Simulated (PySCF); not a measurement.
Potential energy curve for H₃P, SMILES P. The P1–H4 bond (P1 also carries H, H; H4 carries nothing else) is pulled apart rigidly from the PBE0/def2-TZVP optimised geometry.

Calculation: CCSD(T) on UHF/6-31G, 5 core orbitals frozen in PySCF.

Q: Relative to R = 1.46 Å, what are the energies at R = 1.22, 1.33, 1.90, 3.13 Å?

A: 28.9 mEh at 1.22 Å, 7.0 mEh at 1.33 Å, 30.8 mEh at 1.90 Å, 104.1 mEh at 3.13 Å.

The unrestricted determinant behind UCCSD(T) is spin-contaminated at 2.12 to 4.93 Å (<S²> up to 1.0, against 0.00 for a pure singlet).
